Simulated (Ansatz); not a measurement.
Dissociation curve of SH, doublet.

- UKS-PBE = Ansatz (an electronic-structure program) with unrestricted PBE/cc-pVDZ
- UKS-B3LYP = Ansatz with unrestricted B3LYP/cc-pVDZ
- FCI = full CI/cc-pVDZ, frozen core (Ansatz)

Energies relative to the lowest point of each curve near equilibrium, in kcal/mol; the last columns give the error against full CI:

| R / Å | UKS-PBE | UKS-B3LYP | FCI | UKS-PBE − FCI | UKS-B3LYP − FCI |
|---|---|---|---|---|---|
| 1.03 | 62.3 | 60.4 | 60.8 | 1.5 | -0.4 |
| 1.07 | 44.7 | 43.1 | 43.3 | 1.4 | -0.2 |
| 1.14 | 22.9 | 21.7 | 21.6 | 1.3 | 0.1 |
| 1.22 | 8.4 | 7.6 | 7.5 | 0.9 | 0.2 |
| 1.27 | 3.4 | 2.9 | 2.8 | 0.6 | 0.1 |
| 1.32 | 0.7 | 0.5 | 0.5 | 0.3 | 0.1 |
| 1.35 | 0.0 | 0.0 | 0.0 | 0.0 | 0.0 |
| 1.39 | 0.0 | 0.1 | 0.2 | -0.2 | -0.1 |
| 1.42 | 0.5 | 0.8 | 1.0 | -0.5 | -0.2 |
| 1.46 | 1.8 | 2.2 | 2.5 | -0.7 | -0.3 |
| 1.55 | 6.5 | 7.4 | 7.8 | -1.3 | -0.4 |
| 1.65 | 13.7 | 15.0 | 15.5 | -1.7 | -0.5 |
| 1.82 | 28.0 | 29.9 | 29.9 | -1.8 | 0.0 |
| 2.00 | 43.4 | 45.9 | 44.2 | -0.8 | 1.7 |
| 2.25 | 62.0 | 63.8 | 59.5 | 2.5 | 4.4 |
| 2.42 | 70.8 | 71.6 | 66.5 | 4.3 | 5.1 |
| 2.66 | 77.9 | 78.0 | 72.6 | 5.3 | 5.4 |
| 2.96 | 82.0 | 82.0 | 76.1 | 5.9 | 5.8 |
| 3.25 | 83.9 | 83.7 | 77.5 | 6.4 | 6.2 |
| 3.65 | 85.0 | 84.8 | 78.2 | 6.8 | 6.6 |
| 4.13 | 85.5 | 85.2 | 78.5 | 7.0 | 6.8 |
| 4.74 | 85.6 | 85.4 | 78.5 | 7.1 | 6.8 |

UKS-PBE is furthest from FCI at 4.74 (7.1 kcal/mol, above); its mean absolute error over the points is 2.6 kcal/mol.

UKS-B3LYP is furthest from FCI at 4.74 (6.8 kcal/mol, above); its mean absolute error over the points is 2.3 kcal/mol.

The scan ran from 1.03 to 5.33 Å; beyond the distances shown full CI changes its symmetry label. The unrestricted determinant behind UKS-PBE, UKS-B3LYP is spin-contaminated at 2.25 to 4.74 Å (<S²> up to 1.8, against 0.75 for a pure doublet).
